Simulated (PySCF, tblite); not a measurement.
Complex of ammonium and 5 × hydrogen fluoride

A gas-phase complex of ammonium and 5 × hydrogen fluoride; charge +1, singlet. The structure comes from a short search (6 tight-binding starts) and was relaxed by PBE0-D3(BJ)/def2-SVPD; another way of binding may lie lower. No frequency run checks that it is a minimum.

Parts: 1 = ammonium ([NH4+]), atoms 1–5, charge +1; 2 = hydrogen fluoride (F), atoms 6–7; 3 = hydrogen fluoride (F), atoms 8–9; 4 = hydrogen fluoride (F), atoms 10–11; 5 = hydrogen fluoride (F), atoms 12–13; 6 = hydrogen fluoride (F), atoms 14–15.

```tsv
atom	part	x (Å)	y (Å)	z (Å)
N1	1	0.248	0.235	-0.071
H2	1	0.461	-0.732	0.180
H3	1	-0.562	0.241	-0.713
H4	1	0.043	0.765	0.792
H5	1	1.067	0.637	-0.545
F6	2	0.013	1.461	2.358
H7	2	-0.381	1.860	3.117
F8	3	-1.076	2.525	4.405
H9	3	-0.699	2.678	5.238
F10	4	-1.707	0.003	-1.965
H11	4	-2.547	-0.049	-2.389
F12	5	2.635	0.913	-1.443
H13	5	3.387	1.259	-1.855
F14	6	-3.986	-0.151	-3.094
H15	6	-4.174	-0.479	-3.940
```

```tsv
contact	kind (by geometry)	distance (Å)	angle (°)
H11···F14	hydrogen bond	1.605	179
H7···F8	hydrogen bond	1.608	179
H3···F10	hydrogen bond	1.713	168
H4···F6	hydrogen bond	1.714	167
H5···F12	hydrogen bond	1.828	166
```

Interaction energies are complex less parts, with the parts frozen as they stand in it; counterpoise-corrected, in kcal/mol (PySCF).

(1) Give the interaction energy at each level run.

(2) What holds them together? Decompose the wB97M-D3(BJ)/def2-SVPD energy: frozen parts, their antisymmetrised product, then relaxation.

The parts were also relaxed and run alone, at the levels used for the complex: shieldings by PBE0/pcSseg-1; core levels by delta-SCF with SCAN, pcX-2 on the ionised atom and pcseg-1 elsewhere, spin-free X2C.

(3) How do these values change when the complex forms?

Answers

(1) 
```csv
level,interaction,superposition error removed
wB97M-D3(BJ)/def2-SVPD,-54.21,-3.62
PBE0-D3(BJ)/def2-SVPD,-56.14,-3.72
```

(2) electrostatic -63.7, Pauli repulsion +43.7, orbital relaxation -35.2, dispersion correction -2.6 kcal/mol, which sum to the value before the counterpoise correction; the Pauli term holds the exchange-correlation of the frozen density too. Of the attraction, 63 % is electrostatic, 35 % is orbital relaxation, 3 % is dispersion correction.

(3) 
| property | alone | in the complex | change |
| --- | --- | --- | --- |
| F10–H11 bond (Å) | 0.920 | 0.943 | +0.023 |
| shielding of H11 (ppm) | 29.25 | 23.27 | -5.98 |
| shielding of F14 (ppm) | 410.5 | 418.6 | +8.1 |
| shielding of H7 (ppm) | 29.25 | 23.32 | -5.93 |
| shielding of F8 (ppm) | 410.5 | 419.0 | +8.5 |
| F6 1s core level (eV) | 694.12 | 697.17 | +3.06 |
| F10 1s core level (eV) | 694.12 | 697.15 | +3.04 |
| F14 1s core level (eV) | 694.12 | 698.21 | +4.09 |

The 4 runs behind this took 4.4 min in all, one thread each of Arm Neoverse N1 on a shared host, launched as `OMP_NUM_THREADS=1 python cluster_run.py task.json out`.
